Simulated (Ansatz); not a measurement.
Species: HO, charge -1, singlet. HO- (SMILES [OH-]).
B3LYP-D3(BJ)/def2-TZVP minimum from Ansatz (a program for electronic structure):
```
O
H 1 0.9702
```
Charge -1, spin multiplicity 1.

Total energies in aug-cc-pVTZ, 8 correlated electrons, 1 frozen orbitals. Open shells are spin-unrestricted; no spin-orbit coupling. Correlated methods leave the cores frozen. No relativity.

```json
[
 {"method": "HF", "program": "Ansatz", "energy (Eh)": "-75.41189", "minus CCSDT(Q) (mEh)": "298.30"},
 {"method": "MP2", "program": "Ansatz", "energy (Eh)": "-75.70228", "minus CCSDT(Q) (mEh)": "7.92"},
 {"method": "CCSD", "program": "Ansatz", "energy (Eh)": "-75.69700", "minus CCSDT(Q) (mEh)": "13.20"},
 {"method": "CCSD(T)", "program": "Ansatz", "energy (Eh)": "-75.70942", "minus CCSDT(Q) (mEh)": "0.78"},
 {"method": "CCSDT(Q)", "program": "Ansatz", "energy (Eh)": "-75.71020", "minus CCSDT(Q) (mEh)": "0.00"}
]
```
